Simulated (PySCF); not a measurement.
Bonds broken one at a time in the series B SiH3-H. Gas-phase values, no solvent. Strings in code marks are SMILES.

Level of theory: PBE-D3(BJ)/def2-TZVP // M06-2X/def2-TZVP (PySCF). All candidates: neutral, multiplicity 2. 

```yaml
dipole_moment: 0.50 D
highest_occupied_spin_orbital: -4.96 eV
```

Question: Name which member has these values.
(A) `[BH2]`
(B) `[BH][SiH3]`
(C) `[SiH3]`
(D) `[SiH3][B][SiH3]`

Answer: A, `[BH2]`. The others give `[SiH3][B][SiH3]`: 0.11 D, -4.53 eV; `[BH][SiH3]`: 0.42 D, -4.76 eV; `[SiH3]`: 0.04 D, -5.33 eV
